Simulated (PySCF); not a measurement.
# Basis-set dependence of LiF at CCSD(T)

PySCF, RHF reference; singlet, unpaired electrons none; De to Li + F without counterpoise correction. Frozen cores follow the default of each basis and core potential.

```json
{"basis": "3-21G", "relativity": "no relativity", "functions": "18", "Re (Å)": "1.532", "ωe (cm⁻¹)": "1051", "De (eV)": "4.84", "frozen orbitals": "1"}
{"basis": "cc-pVDZ", "relativity": "no relativity", "functions": "28", "Re (Å)": "1.590", "ωe (cm⁻¹)": "970", "De (eV)": "5.33", "frozen orbitals": "1"}
{"basis": "jorge-DZP-DKH", "relativity": "spin-free X2C", "functions": "30", "Re (Å)": "1.620", "ωe (cm⁻¹)": "877", "De (eV)": "5.27", "frozen orbitals": "1"}
{"basis": "def2-SVPD", "relativity": "no relativity", "functions": "35", "Re (Å)": "1.595", "ωe (cm⁻¹)": "886", "De (eV)": "5.88", "frozen orbitals": "1"}
{"basis": "x2c-TZVPPall", "relativity": "spin-free X2C", "functions": "50", "Re (Å)": "1.572", "ωe (cm⁻¹)": "912", "De (eV)": "5.64", "frozen orbitals": "1"}
```

Question: How does each smaller set differ from the one with most functions, x2c-TZVPPall?

Answer: 3-21G: -4.0 pm, +15.2 % in ωe, -0.80 eV in De; cc-pVDZ: +1.8 pm, +6.4 % in ωe, -0.31 eV in De; jorge-DZP-DKH: +4.8 pm, -3.8 % in ωe, -0.37 eV in De; def2-SVPD: +2.3 pm, -2.9 % in ωe, +0.24 eV in De. All at CCSD(T); the set with most functions is neither the basis-set limit nor always the best. The rows treat relativity differently, so the differences are not basis effects alone.

Correlated steps freeze 1 core orbital. Correlated levels converge slowly with the basis: in double zeta they bind strong bonds too weakly, by up to about 1 eV, and carry superposition errors of some tenths. Where the molecule has an RHF reference, its open-shell atoms are computed with UHF. The CCSD T1 diagnostic is raised in LiF, a sign that a single reference may not be enough there. 3-21G is very small, so such numbers show the basis as much as the molecule.
